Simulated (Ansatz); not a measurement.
We consider antifluorite Mg₂Sn, described by revPBE (Ansatz, a program for electronic structure, plane waves, PAW).

Numerical settings: plane-wave cutoff 520 eV, 10×10×10 k mesh, Fermi–Dirac smearing 0.01 eV, scalar-relativistic PAW data made under PBE.

Computed points:

| V (Å³/atom) | E − E_lowest (meV/atom) | P (GPa) |
|---|---|---|
| 25.392 | 13.08 | 2.735 |
| 25.932 | 5.60 | 1.724 |
| 26.472 | 1.35 | 0.814 |
| 27.012 | 0.00 | 0.000 |
| 27.553 | 1.25 | -0.725 |
| 28.093 | 4.81 | -1.377 |
| 28.633 | 10.47 | -1.973 |

Question: Estimate the bulk modulus from the pressures at 26.472 and 27.553 Å³/atom, and compare it with a fit to all energies.

Answer: B = −V dP/dV. Between V = 26.472 and 27.553 Å³/atom, dP/dV = (-0.725 − (0.814))/(27.553 − 26.472) = -1.42 GPa per Å³/atom; at the midpoint 27.013 Å³/atom this gives B ≈ 38.5 GPa. The third-order Birch–Murnaghan fit gives V0 = 27.014 Å³/atom, B0 = 38.4 GPa, B′ = 4.5, which lies within 1 % of that estimate.

Measured, for comparison: equilibrium volume per atom 25.82 Å³/atom (temperature not stated, not corrected to a static lattice; as tabulated in Freccero, Grin, Wagner, Dalton Trans. (2023), ESI). Computed (rounded) less measured: equilibrium volume per atom +4.6 %.

Note: the gap of the solid is closed in this run; this level leaves the solid without a gap, although one is measured.

Spin–orbit coupling is not included; it can open a gap where bands touch, and shift volumes and moduli.

The computed numbers hold no vibrational or temperature effects.
